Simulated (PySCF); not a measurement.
Molecule: `CCS(=O)(=O)Cl`, C2H5ClO2S.

Numbering as in the mapped SMILES `[CH3:1][CH2:2][S:3](=[O:4])(=[O:5])[Cl:6]`; H(Xn) means a hydrogen on atom n.

Geometry PBE0-D3(BJ)/def2-SVP throughout; GIAO in PySCF, gas phase, one conformer, non-relativistic; equivalent atoms averaged; basis pcSseg-2.

Task: How do the shifts δ (against TMS, CS2, H2O, HCl at the same level) depend on the functional? (ppm; last column core-seconds on 1 thread of an AMD EPYC 9R45 96-Core, shared host)

Result: 
| functional | kind | C2 | C1 | S3 | O4/O5 | Cl6 | H(C2) | H(C1) | core-s |
| --- | --- | --- | --- | --- | --- | --- | --- | --- | --- |
| WP04 | global hybrid | 69.2 | 12.9 | 395.0 | 316.2 | 648.7 | 3.26 | 1.59 | 28 |
| B97-2 | global hybrid | 65.2 | 11.1 | 394.1 | 311.2 | 602.3 | 3.18 | 1.52 | 27 |
| BHandHLYP | global hybrid | 64.4 | 10.3 | 410.7 | 297.1 | 592.1 | 3.08 | 1.56 | 26 |
| CAM-B3LYP | range-separated hybrid | 67.4 | 10.3 | 411.0 | 313.4 | 632.5 | 3.13 | 1.55 | 37 |
| wB97X-D | range-separated hybrid | 66.4 | 10.8 | 397.2 | 310.3 | 616.2 | 3.11 | 1.52 | 35 |
| LC-wPBE | range-separated hybrid | 64.9 | 9.9 | 389.2 | 297.4 | 601.9 | 3.05 | 1.49 | 49 |

Task: Which nucleus moves most, in ppm?

Result: Cl6 (chlorine bonded to S): from 592.1 ppm with BHandHLYP to 648.7 ppm with WP04. The smallest spread is 0.11 ppm, at H(C1). Proton shifts span only some 12 ppm, so a few tenths of a ppm matter as much there as several ppm in carbon.
